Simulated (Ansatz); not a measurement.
## Zirconium, hcp: convergence with Methfessel-Paxton smearing

Computed with Ansatz, LDA, scalar-relativistic PAW, on the relaxed cell (a = 3.144 Å, c = 5.089 Å (c/a = 1.619); spin not included). Errors count from a run at 420 eV on a Γ-centred 19×19×10 mesh with Fermi-Dirac smearing of 0.1 eV, extrapolated to zero width. Fixed here: cutoff 420 eV, mesh 12×12×6. The SCF starts from atomic densities corrected by a trained network.

```csv
width (eV),E(σ→0) error (meV/atom),F error (meV/atom),P (GPa),SCF iterations
0.01,2.1,2.1,-0.03,5
0.03,2.1,2.1,-0.05,5
0.1,2.5,2.6,0.05,6
0.2,2.7,2.4,0.05,5
0.3,2.0,2.0,-0.02,6
1.0,16.1,23.7,-0.30,6
```

Question: What does the run at 0.6 give (width)?

Answer: E(σ→0) error (meV/atom): 2.8; F error (meV/atom): 8.5; P (GPa): -0.25; SCF iterations: 6.
